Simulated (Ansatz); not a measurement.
C4H6F2 (`FCC1(F)CC1`) from Hartree–Fock to CCSD(T)

Z-matrix (Å, degrees):
```
C
C 1 1.501
F 1 1.378 2 109.9
H 1 1.094 2 110.2 3 -119.6
H 1 1.094 2 110.2 3 119.6
C 2 1.480 1 122.7 3 -37.4
F 2 1.370 1 109.0 3 -180.0
C 2 1.480 1 122.7 3 37.4
H 6 1.082 2 116.5 1 -140.1
H 6 1.083 2 118.0 1 4.5
H 8 1.083 2 118.0 1 -4.5
H 8 1.082 2 116.5 1 140.1
```

The species carries charge 0 and has multiplicity 1. All single points use the PBE0-D4/def2-TZVP geometry. It is one conformer, not always the lowest. Frozen core, restricted reference, Ansatz 0.2.0. CBS rows extrapolate triple and quadruple zeta; past MP2 they add the triple-zeta difference.

| basis | HF (Eh) | MP2 corr. | CCSD corr. | (T) | CCSD(T) total |
| --- | --- | --- | --- | --- | --- |
| def2-TZVPP | -353.94494 | -1.16100 | -1.19450 | -0.04374 | -355.18318 |
| def2-QZVPP | -353.96042 | -1.25176 | – | – | – |
| CBS(def2) | -353.96256 | -1.31899 | -1.35249 | as TZ | -355.35879 |
